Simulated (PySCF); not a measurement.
# Fluorine: a sound run and one with changed settings

Sound run: F [He] 2s2 2p5, F⁺ [He] 2s2 2p4. Computed with PySCF 2.14 in x2c-TZVPall, with scalar relativity by spin-free X2C-1e. In the sound run the correlated levels freeze 1s2. The sound run starts from symmetry-adapted Hartree-Fock orbitals and uses a fine grid where one is needed.

Changed run: initial guess sap, at most 50 SCF cycles.

```csv
species,method,sound run (hartree),changed run (hartree),converged
F,UHF,-99.49886,-99.49886,yes
F,BP86,-99.85069,-99.85069,yes
F,CCSD(T),-99.71230,-99.71230,yes
F⁺,PBE0,-99.12479,-99.12479,yes
F⁺,MP2,-99.06494,-99.06494,yes
```

Here the plain start reaches the same solutions.
